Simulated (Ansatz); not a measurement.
in.yaml

```yaml
crystal:
  periodic: [false, false, false]
  atoms:
    - {symbol: Si, position_ang: [0.000000, -0.096456, 0.516159]}
    - {symbol: N, position_ang: [0.000000, 0.103488, -1.122923]}
    - {symbol: H, position_ang: [0.000000, 1.249554, 1.222147]}
basis:
  gaussian: {orbitals: cc-pVTZ}
total_charge: 1
magnetization: {spin_polarized: false, initial_magnetization: 1}
correlation: {method: ccsdt_q, electrons: outside_noble_gas}
```

```sh
$ ansatz run in.yaml --threads 2 --pin off --events-out ev --progress --plain --max-ram 24576MiB --backend cuda --devices 0, --max-vram 18GiB
```

Output:

```
956 factors; integrals over basis functions are off by at most 2.4e-7 eV
mean field evaluation 1: about -9334.0615 eV, gradient 6.2e1 eV
mean field evaluation 2: about -9334.0702 eV, gradient 6.2e1 eV
mean field evaluation 4: about -9345.8836 eV, gradient 1.3e1 eV
mean field evaluation 8: about -9346.8614 eV, gradient 5.9e-1 eV
mean field evaluation 16: about -9346.8792 eV, gradient 1.4e-6 eV
mean field evaluation 32: about -9347.2590 eV, gradient 1.4e-6 eV
mean field evaluation 64: about -9346.2258 eV, gradient 6.9e0 eV
mean field evaluation 96: about -9346.8773 eV, gradient 2.4e-1 eV
mean field evaluation 128: about -9346.8792 eV, gradient 1.4e-2 eV
mean field evaluation 160: about -9341.6447 eV, gradient 8.4e0 eV
...
cycle  24  -8.86704692 eV  change   -2.2e-5 eV  update   1.2e-5
cycle  25  -8.86704099 eV  change    5.9e-6 eV  update   7.1e-6
cycle  26  -8.86704154 eV  change   -5.5e-7 eV  update   4.6e-6
cycle  27  -8.86704865 eV  change   -7.1e-6 eV  update   3.0e-6
cycle  28  -8.86705084 eV  change   -2.2e-6 eV  update   2.2e-6
cycle  29  -8.86705230 eV  change   -1.5e-6 eV  update   1.5e-6
cycle  30  -8.86705389 eV  change   -1.6e-6 eV  update   1.0e-6
cycle  31  -8.86705433 eV  change   -4.4e-7 eV  update   6.4e-7
cycle  32  -8.86705506 eV  change   -7.4e-7 eV  update   4.7e-7
cycle  33  -8.86705571 eV  change   -6.5e-7 eV  update   3.6e-7
perturbative correction -0.07220931 eV, -0.0026536431 hartree
Total energy: -9355.81851454 eV, -343.8199888077 hartree
```

Ran on 2 threads of AMD EPYC 7R13 with a shared H100 80 GB, shared host: 37 s wall, 0.83 GiB peak host memory.
